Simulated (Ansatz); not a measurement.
All-electron card of Au

```
Au
1.0
     0.00000    2.07827    2.07827
     2.07827    0.00000    2.07827
     2.07827    2.07827    0.00000
Au
1
Direct
  0.00000 0.00000 0.00000
```

Conventional cell: a = 4.157 Å, b = 4.157 Å, c = 4.157 Å, α = 90.00°, β = 90.00°, γ = 90.00°. Au (atom 1) has 12 Au at 2.94 Å as nearest neighbours.

The cell was built from the fcc type and relaxed in the same program, and has space group Fm-3m; it needn't be a known or the stable phase.

Spin–orbit coupling is left out, though it moves levels of the heavy atoms by tenths of an eV or more.

Theory: DFT, PBE, all-electron LAPW, scalar-relativistic in Ansatz 0.2.0.

Sampling and basis: a Γ-centred 14×14×14 k mesh, Fermi–Dirac smearing of 0.03 eV, basis error target 1 meV/atom, no spin polarisation.

```json
{
  "Band gap": "none: with an odd electron count and no spin polarisation the bands can't all be full, a metal in this set-up (spin order or a larger cell could open a gap)",
  "Density of states at the Fermi level (0.2 eV bin)": "0.29 states/eV per cell",
  "Volume per atom": "17.95 Å³",
  "Pressure at this cell": "0.00 GPa"
}
```
